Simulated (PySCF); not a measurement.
Ligands exchanged one at a time, Si F-Cl. Isolated molecules, 0 K electronic values unless said otherwise. Strings in code marks are SMILES.

The four lowest singlet excitations (Tamm–Dancoff). These are PBE0-D3(BJ)/def2-TZVP run with PySCF 2.14.0 values and carry that method's errors. Excitations are Tamm–Dancoff values on a coarser integration grid. The basis has no diffuse functions, so Rydberg states are missing or too high.

```
state  energy (eV)  wavelength (nm)  oscillator strength
-----  -----------  ---------------  -------------------
S1            7.86              158                0.000
S2            8.19              151                0.025
S3            8.19              151                0.025
S4            8.72              142                0.000
```

**Question.** Name which member gives these states.
A. `F[Si](Cl)(Cl)Cl`
B. `F[Si](F)(F)F`
C. `F[Si](F)(Cl)Cl`
D. `Cl[Si](Cl)(Cl)Cl`

**Answer.** A, `F[Si](Cl)(Cl)Cl`
